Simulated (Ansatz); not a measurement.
Input file:

```yaml
crystal:
  periodic: [false, false, false]
  atoms:
    - {symbol: Si, position_ang: [0.000000, -0.035961, 1.165412]}
    - {symbol: Al, position_ang: [0.000000, -0.011793, -1.224879]}
    - {symbol: H, position_ang: [0.000000, 1.317723, 0.315431]}
basis:
  gaussian: {orbitals: 6-31G}
total_charge: 1
magnetization: {spin_polarized: false, initial_magnetization: 1}
correlation: {method: fic_mrcisd_q, electrons: outside_noble_gas, active_space: {window: {electrons: 1, orbitals: 2}}}
scf: {lower_state_search: light}
```

```sh
$ ansatz run in.yaml --threads 1 --pin off --events-out ev --progress --plain --max-ram 2393MiB
```

**Question.** Roughly how long does this take on 1 thread of Arm Neoverse V1, shared host, and how much host memory?

**Answer.** 0.9 s wall and 0.18 GiB.

```
310 factors; integrals over basis functions are off by at most 2.1e-4 eV
mean field evaluation 1: about -14449.0011 eV, gradient 8.4e0 eV
mean field evaluation 2: about -14449.0052 eV, gradient 8.4e0 eV
mean field evaluation 4: about -14449.5531 eV, gradient 1.2e0 eV
mean field evaluation 8: about -14449.5926 eV, gradient 1.4e-3 eV
mean field evaluation 16: about -14449.5960 eV, gradient 2.9e-1 eV
mean field evaluation 32: about -14449.5801 eV, gradient 1.5e0 eV
mean field evaluation 64: about -14449.5926 eV, gradient 2.9e-6 eV
mean field -14449.70608759 eV, -531.0169043563 hartree, gradient 3.4e-6 eV, S^2 0.750000; 8 other end points of the search recorded, 0 dependent functions left out
reference -14449.70608759 eV, -531.0169043563 hartree; 14, 13 occupied and 14, 15 virtual orbitals, 310 factors
state -14449.70608759 eV, -531.0169043563 hartree
contracted CI cycle   1: correlation 0.00000000 eV, 0.0000000000 hartree, residual 8.33e0 eV
contracted CI cycle   2: correlation -2.26356963 eV, -0.0831846495 hartree, residual 1.73e0 eV
contracted CI cycle   3: correlation -2.39808199 eV, -0.0881278876 hartree, residual 6.02e-1 eV
contracted CI cycle   4: correlation -2.41421140 eV, -0.0887206325 hartree, residual 2.09e-1 eV
contracted CI cycle   5: correlation -2.41648908 eV, -0.0888043357 hartree, residual 8.00e-2 eV
contracted CI cycle   6: correlation -2.41679829 eV, -0.0888156990 hartree, residual 2.95e-2 eV
contracted CI cycle   7: correlation -2.41683546 eV, -0.0888170649 hartree, residual 1.00e-2 eV
contracted CI cycle   8: correlation -2.41684008 eV, -0.0888172347 hartree, residual 3.97e-3 eV
contracted CI cycle   9: correlation -2.41684089 eV, -0.0888172646 hartree, residual 1.66e-3 eV
contracted CI cycle  10: correlation -2.41684103 eV, -0.0888172695 hartree, residual 6.10e-4 eV
state -14449.70608759 eV, -531.0169043563 hartree; corrected -14452.39647115 eV, -531.1157741286 hartree
WARN: 1 active orbitals are nearly empty or full. The corrections depend on them more than the energy does, and are more stable in an active space without them
Total energy: -14452.39647115 eV, -531.1157741286 hartree
```

The active space holds one configuration alone, so it describes no static correlation.

Natural occupations: 1.0000 0.0000.
